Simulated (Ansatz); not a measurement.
Base system: Cu in the fcc (Cu type) structure (space group Fm-3m, No. 225).

```
Cu
1.0
    0.00000     1.78838     1.78838
    1.78838     0.00000     1.78838
    1.78838     1.78838     0.00000
Cu
1
Cartesian
  0.00000   0.00000   0.00000
```

Computed with r2SCAN/PAW in Ansatz (a quantum-chemistry and plane-wave program), without spin-orbit coupling.

It is then changed as follows: every Cu is replaced by Ag, then cell and atoms are relaxed.

Measured lattice parameter a: Cu 3.595 Å (static lattice; corrected from measurement; as listed in Gábor I. Csonka et al., Physical Review B (2009)); Ag 4.062 Å (static lattice; corrected from measurement; as listed in Daniel Mejia-Rodriguez, S. B. Trickey, Phys. Rev. B (2018)).

Problem. How well does r2SCAN reproduce the measured shift?

Solution. With r2SCAN the lattice parameter a moves by +0.528 Å (3.577 → 4.105) against +0.467 Å measured.

Whether these cells are dynamically stable was not tested. The final runs are not spin-polarised.
